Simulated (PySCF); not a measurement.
BF under electron impact: the energy ladder

PBE0 in PySCF with def2-TZVPPD on every atom, for the lowest determinant that a PBE0 search found; no spin–orbit coupling.

```json
{"species": "BF", "state (unpaired electrons)": "singlet (closed shell)", "Re (Å)": "1.264", "ωe (cm⁻¹)": "1412", "energy of the minimum from the neutral (eV)": "0.00", "De (eV)": "7.76", "dissociates to": "B + F"}
{"species": "BF⁺", "state (unpaired electrons)": "doublet (σ ↑)", "Re (Å)": "1.212", "ωe (cm⁻¹)": "1707", "energy of the minimum from the neutral (eV)": "10.83", "De (eV)": "5.58", "dissociates to": "B⁺ + F"}
```

Task: Work out the lowest energy to break BF into atoms, from its vibrational ground state.

Result: D0 = De − ωe/2 = 7.76 − 0.09 = 7.67 eV (PBE0/def2-TZVPPD).

Task: Work out the ionisation energy of the B atom at this level and the threshold of dissociative ionisation.

Result: IE(B) = 10.83 + 5.58 − 7.76 = 8.65 eV, so B⁺ + F + e⁻ appears at D0 + IE(B) = 16.32 eV (PBE0/def2-TZVPPD). The measured IE(B) is 8.298 eV (NIST ASD).

These are thermodynamic thresholds; the onsets seen under electron impact lie higher where the geometry changes, and cross-sections peak well above them.

For an ion De counts to the pair picked by the measured ionisation energies or electron affinities, which need not be the lowest pair at this level. States were picked by a PBE0 search and need not be the measured ground states.
